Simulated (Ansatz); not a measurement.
## A small benchmark: atomisation enthalpy at 298 K

6 molecules with halogens; the atomisation enthalpy at 298 K in kJ/mol, computed less measured. Shapes, held fixed at every level: PBE0-D4/def2-TZVP. Flexible molecules stand in one conformer, not always the lowest. Thermal terms are harmonic and unscaled (PBE0-D4/def2-TZVP); the spin-orbit lowering of the free atoms is taken from their spectra. Programs: Ansatz 0.2.0. Measured values: Active Thermochemical Tables, NIST-JANAF tables.

Levels: A = BLYP/6-311+G**; B = PBE-D4/def2-TZVPP; C = BHLYP-D4/def2-TZVPP; D = CCSD(T)/CBS estimate.

```
                      molecule  from tabulated heats     A     B     C    D
            S2F2 (SMILES FSSF)                  1049  -105   +97  -158  -24
           PF3 (SMILES FP(F)F)                  1513  -121   +43  -124   -9
CHClF2 (difluorochloromethane)                  1698   -43   +88  -116   -2
    SF4 (sulfur tetrafluoride)                  1358  -152  +133  -188   +5
        C2H4F2 (SMILES CC(F)F)                  2965   -51   +84  -113    0
         C2H5Cl (chloroethane)                  2756   -68   +46   -70   -2
```

**Question.** Which level does best on this set, which worst, and which err to one side?

**Answer.** 
```tsv
level	kind	mean error	mean absolute error	worst case
BLYP/6-311+G**	GGA	-90.0	90.0	SF4
PBE-D4/def2-TZVPP	GGA	+81.8	81.8	SF4
BHLYP-D4/def2-TZVPP	global hybrid	-128.2	128.2	SF4
CCSD(T)/CBS estimate	coupled cluster or CI	-5.3	7.0	S2F2
```

On this set CCSD(T)/CBS estimate has the smallest mean absolute error and BHLYP-D4/def2-TZVPP the largest. BLYP/6-311+G** is too low in 6 of 6; PBE-D4/def2-TZVPP is too high in 6 of 6; BHLYP-D4/def2-TZVPP is too low in 6 of 6; CCSD(T)/CBS estimate is too low in 4 of 6. The heats of PF3 come from older tables and can be uncertain by 10 kJ/mol or more. The tabulated values of S2F2, SF4 are in doubt (older tables, estimates, or at odds with other calculations) and kept here. Over the 4 molecules whose values aren't doubted the mean absolute errors are A 70.8; B 65.2; C 105.8; D 3.2. The CBS estimate extrapolates MP2 from def2-TZVPP and def2-QZVPP and adds CCSD(T) − MP2 in the triple-zeta set, cores frozen. The set is small.
